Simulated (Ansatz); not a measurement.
Born–Oppenheimer molecular dynamics of CHSSi (4 atoms, charge 0, multiplicity 2). It starts from a relaxed structure.

These are results of UKS B3LYP-D4/STO-3G (Ansatz), not measurements.

```
ensemble        : NVT, Langevin thermostat
time step       : 0.5 fs
steps asked     : 100
set temperature : 500 K
friction        : 0.05 /fs
seed            : 94762
```

First frame:

```xyz
4
Properties=species:S:1:pos:R:3
Si -1.810 0.201 1.202
C -0.527 0.187 0.168
S 0.730 0.259 -0.969
H 1.607 -0.647 -0.400
```

Problem. How far do the bonds stretch over the last three quarters of this one trajectory? (Pairs bonded in most of those frames.)

Solution. 
```tsv
bond	mean (Å)	spread (Å)	shortest	longest
Si1–C2	1.657	0.033	1.61	1.71
C2–S3	1.718	0.023	1.68	1.75
S3–H4	1.392	0.052	1.30	1.48
```

Mean temperature of the second half: 352 K. The mean temperature of the second half is 30 % below the set value. A run of 0.05 ps of so small a system gives no equilibrium averages. Limits of this set-up: minimal basis.

Time of the run: 110 s on 1 thread of Arm Neoverse V1 (shared host), peak memory 0.093 GiB.
